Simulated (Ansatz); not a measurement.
Geometry optimisation, RKS r2SCANh/def2-SVP (Ansatz 0.2.0).

input.yaml

```yaml
crystal:
  periodic: [false, false, false]
  atoms:
    - { symbol: Si, position_ang: [-0.973346, 0.456818, -0.134214] }
    - { symbol: Si, position_ang: [1.490957, -0.098923, 2.173038] }
    - { symbol: H, position_ang: [0.436666, -0.901772, 2.842201] }
    - { symbol: H, position_ang: [2.834553, -0.590103, 2.587432] }
    - { symbol: H, position_ang: [1.340665, 1.340862, 2.506296] }
    - { symbol: H, position_ang: [1.430696, -0.273665, 0.708144] }
    - { symbol: H, position_ang: [-0.182004, 1.031264, -1.310475] }
    - { symbol: H, position_ang: [-0.855989, -0.964481, -0.678522] }
basis:
  gaussian: { orbitals: def2-SVP }
hamiltonian:
  xc: r2scanh
relax:
  f_tol: 0.03
  max_steps: 50
```

Launched with:

```bash
$ ansatz run input.yaml --threads 1 --pin off --max-ram 2048MiB --backend cpu --events-out ev --progress --plain --runs-dir out
```

Problem. Where does it end, and by what steps?

Solution. The forces met the threshold. The force dipped under the threshold on the way, but the program's further checks kept it going. After 22 steps the energy has fallen by 2.510 eV; H6 moved furthest, 1.78 Å. Parted: Si2–H6 (1.48 → 3.18 Å). Joined: Si1–Si2 (3.42 → 2.34 Å), Si1–H6 (2.65 → 1.49 Å).

```tsv
step	energy less start (eV)	largest force component (eV/Å)	accepted
0	0.0000	0.605	yes
1	-0.1362	0.390	yes
2	-0.3091	0.481	yes
3	-0.4134	0.524	yes
4	-0.4373	1.186	yes
5	-0.5420	0.319	yes
6	-0.5845	0.763	yes
7	-0.7965	1.130	yes
8	-1.2261	1.355	yes
9	-1.7015	1.300	yes
10	-2.1044	0.735	yes
11	-2.3207	0.446	yes
12	-2.4389	0.156	yes
13	-2.4746	0.023	yes
14	-2.4781	0.081	yes
15	-2.4918	0.067	yes
16	-2.4962	0.084	yes
17	-2.4902	0.351	no
18	-2.4969	0.170	yes
19	-2.5080	0.008	yes
20	-2.5093	0.072	yes
21	-2.5099	0.038	yes
22	-2.5103	0.002	yes
```

```xyz
8
Properties=species:S:1:pos:R:3
Si 0.302 -0.088 -0.016
Si 1.078 0.088 2.189
H 0.710 -1.134 2.964
H 2.563 0.234 2.203
H 0.473 1.278 2.856
H 0.942 -1.252 -0.696
H 0.631 1.153 -0.778
H -1.178 -0.279 -0.028
```

Whether the end is a true minimum wasn't checked by a vibrational analysis.

Run time: 62 s on 1 thread of Arm Neoverse V1 (shared host), peak memory 0.13 GiB.
